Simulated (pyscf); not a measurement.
# Routes from F–GeH(F)–F (SMILES [F][GeH]([F])[F]) + NH₃ (SMILES N)

Candidate steps break at most two bonds and form at most two. Each was searched with GFN2-xTB (tblite) first. Structures and frequencies: ωB97X-D3(BJ)/def2-SVP in PySCF. Energies: ωB97M-D3(BJ)/def2-TZVP, kcal/mol, from the separated reactants, singlet surface; ΔG‡ with ideal gas, 1 atm, RRHO with modes under 100 cm⁻¹ raised to 100, one conformer, R ln 2 for chiral ones without a mode under 150 cm⁻¹.

```
products                             type   ΔE‡     ΔE  ΔG‡ 298 K  ΔG‡ 900 K  ν‡ (cm⁻¹)
-------------------  --------------------  ----  -----  ---------  ---------  ---------
HF + H₂N–GeH(F)–F    four-centre exchange  11.2  +11.2       20.6       41.7       746i
H₂N–Ge(F)(F)–F + H₂  four-centre exchange  41.8   +0.3       49.2       68.8      1613i
```

Row 1: On the reactant side the descent ends in an adduct with a Ge–N contact, 12.4 kcal/mol under the separated species and 22.7 kcal/mol under the saddle at ωB97X-D3(BJ)/def2-TZVP. On the product side the descent ends in a bound adduct, 8.9 kcal/mol under the separated species and 8.6 kcal/mol under the saddle at ωB97X-D3(BJ)/def2-TZVP. Row 2: On the reactant side the descent ends in an adduct with a Ge–N contact (not fully relaxed), 13.1 kcal/mol under the separated species and 53.7 kcal/mol under the saddle at ωB97X-D3(BJ)/def2-TZVP. 

Plain bond fissions and candidates not yet searched are not listed, and one of them may be faster. Each barrier is that of the saddle found; lower ones may exist. Elements up to Kr have no core potential and no relativistic terms here.
